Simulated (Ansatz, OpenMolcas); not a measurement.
**CH3BO (Borane carbonyl): methods side by side**

CH3BO has 6 atoms, charge 0, and is taken as a singlet. SMILES: `[BH3-]C#[O+]`. The coordinates come from a PBE0-D4/def2-TZVP relaxation.

Quantity: the vertical ionisation energy (to the doublet cation), in eV. The values are calculated.

| level | kind | program | value (eV) |
| --- | --- | --- | --- |
| BLYP/def2-TZVP | GGA | Ansatz | ? |
| PBE/def2-TZVP | GGA | OpenMolcas | ? |
| revPBE/def2-TZVP | GGA | Ansatz | 11.98 |
| M06-L/def2-TZVP | meta-GGA | OpenMolcas | 12.11 |
| r2SCAN/def2-TZVP | meta-GGA | Ansatz | 12.10 |
| M06-2X/def2-TZVP | hybrid meta-GGA | OpenMolcas | 12.30 |
| MP2/def2-TZVP | perturbation theory | Ansatz | 12.18 |
| CCSD/def2-TZVP | coupled cluster or CI | Ansatz | 12.17 |

Estimate the missing values from the other rows.

As computed at these levels: BLYP/def2-TZVP: 11.93 eV; PBE/def2-TZVP: 12.01 eV. The values span 11.93 to 12.30 eV.
